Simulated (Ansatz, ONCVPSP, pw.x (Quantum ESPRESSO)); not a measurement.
From atom to crystal: ONCV potential for W (Z = 74)

W, optimised norm-conserving Vanderbilt (ONCV), made with ONCVPSP 4.0.1.1 (patched build) (PBEsol, scalar-relativistic). Core [Kr] 4d10 4f14, reference 5s2 5p6 5d4 6s2. Waves: 5s+6s: rc 1.75 bohr, ncon 4, nbas 7, qcut 7.8 1/bohr, 2 projectors; 5p: rc 1.80 bohr, ncon 4, nbas 7, qcut 6 1/bohr, 2 projectors, debl 1.7 Ha; 5d: rc 2.45 bohr, ncon 4, nbas 8, qcut 7.8 1/bohr, 2 projectors, debl 3.8 Ha. Local part: polynomial inside 1.25 bohr (lpopt 4, dvloc0 0 Ha). Core correction: Teter function fitted to the true core (icmod 2), fcfact 0.45.

Atomic tests: cutoffs needed: 20 Ha and 24 Ha (the cutoffs (Ha) at which the residual kinetic energy of the hardest occupied pseudo-wave falls to 1 and 0.1 mHa per electron); ghost test: no bound ghost flagged; GHOST(+) flagged for s at 274.2 eV; largest excitation error: -14 meV (all-electron minus pseudo) for 5s2 5p6 5d3 6s0, out of 4 test configurations.

Crystal test: fcc W in pw.x 7.5, no spin, 14³ k-points, Fermi–Dirac smearing 0.01 Ry, cutoffs 55/220 Ry. The lattice is a test structure that the element need not adopt, and mesh and smearing are coarse.

pw.x input:

```
&control
  calculation='scf', prefix='x', pseudo_dir='./', outdir='./tmp', tstress=.true., disk_io='low'
/
&system
  ibrav=0, nat=1, ntyp=1, ecutwfc=55, ecutrho=220, nbnd=15,
  occupations='smearing', smearing='fd', degauss=0.01
/
&electrons
  conv_thr=1e-09, mixing_beta=0.4, electron_maxstep=70
/
ATOMIC_SPECIES
W 1.0 W.UPF
CELL_PARAMETERS angstrom
  0.00000000 1.99979164 1.99979164
  1.99979164 0.00000000 1.99979164
  1.99979164 1.99979164 0.00000000
ATOMIC_POSITIONS crystal
W 0.0000 0.0000 0.0000
K_POINTS automatic
14 14 14 0 0 0
```

```bash
pw.x < W.scf.in > W.scf.out
```

Problem. How does the run end?

Solution. It converges; the pressure is -2.88 GPa against 0.14 GPa from all-electron LAPW.  The log shows:

```
     lattice parameter (alat)  =       5.3444  a.u.
     unit-cell volume          =     107.9396 (a.u.)^3
     number of electrons       =        14.00
     number of Kohn-Sham states=           15
     kinetic-energy cutoff     =      55.0000  Ry
     charge density cutoff     =     220.0000  Ry
     scf convergence threshold =      1.0E-09
     Exchange-correlation= PBESOL
     number of k points=   104  Fermi-Dirac smearing, width (Ry)=  0.0100
     iteration #  1     ecut=    55.00 Ry     beta= 0.40
     total energy              =    -155.87686610 Ry
     estimated scf accuracy    <       0.03685832 Ry
     iteration #  2     ecut=    55.00 Ry     beta= 0.40
     total energy              =    -155.87739742 Ry
     estimated scf accuracy    <       0.00523629 Ry
     iteration #  3     ecut=    55.00 Ry     beta= 0.40
     total energy              =    -155.87799603 Ry
     estimated scf accuracy    <       0.00029304 Ry
     iteration #  4     ecut=    55.00 Ry     beta= 0.40
     total energy              =    -155.87801307 Ry
     estimated scf accuracy    <       0.00000276 Ry
     iteration #  5     ecut=    55.00 Ry     beta= 0.40
     total energy              =    -155.87801413 Ry
     estimated scf accuracy    <       0.00000026 Ry
     iteration #  6     ecut=    55.00 Ry     beta= 0.40
     total energy              =    -155.87801416 Ry
     estimated scf accuracy    <          1.3E-09 Ry
     iteration #  7     ecut=    55.00 Ry     beta= 0.40
     the Fermi energy is    21.5470 ev
!    total energy              =    -155.87801416 Ry
     estimated scf accuracy    <          1.4E-10 Ry
     smearing contrib. (-TS)   =      -0.00512633 Ry
     The total energy is F=E-TS. E is the sum of the following terms:
     one-electron contribution =     -16.73247377 Ry
     hartree contribution      =      16.66679243 Ry
     xc contribution           =     -36.91079810 Ry
     ewald contribution        =    -118.89640840 Ry
     convergence has been achieved in   7 iterations
          total   stress  (Ry/bohr**3)                   (kbar)     P=      -28.79
```
